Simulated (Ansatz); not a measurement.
## BNH4 (BH2(NH2)): methods side by side

The species is BNH4 (6 atoms), meant as a singlet with charge 0. SMILES: `[H]B([H])N`. The shape is that of a GFN2-xTB optimisation.

```xyz
6

B     0.3419    0.5951    0.0037
H     1.3301    0.6743    0.6274
H    -0.0786    1.4968   -0.6141
N    -0.3454   -0.5987   -0.0039
H    -1.1993   -0.7506   -0.5151
H    -0.0488   -1.4170    0.5020
```

Each level gives the energy change with the B1–H2 bond stretched from 1.171 to 1.757 Å (eV). The values are calculated.

```csv
level,kind,program,value (eV),less FCI/STO-3G
BLYP/STO-3G (restricted),GGA,Ansatz,2.34,-0.04
r2SCAN/STO-3G (restricted),meta-GGA,Ansatz,2.56,+0.18
r2SCAN0/STO-3G (restricted),hybrid meta-GGA,Ansatz,2.75,+0.37
HSE06/STO-3G (restricted),range-separated hybrid,Ansatz,2.64,+0.26
wB97X/STO-3G (restricted),range-separated hybrid,Ansatz,2.69,+0.31
B2PLYP/STO-3G (restricted),double hybrid,Ansatz,2.66,+0.28
CCSD/STO-3G (restricted),coupled cluster or CI,Ansatz,2.40,+0.02
FCI/STO-3G,exact in the basis,Ansatz,2.38,0.00
```

FCI/STO-3G is exact within its basis and frozen core, so for wave-function methods in that basis the difference is their error; functionals converge differently with the basis, so for them it is only a difference. The first shape isn't each level's own minimum. The values span 2.34 to 2.75 eV. All rows use very small basis sets, so even the best lies far from the true value.
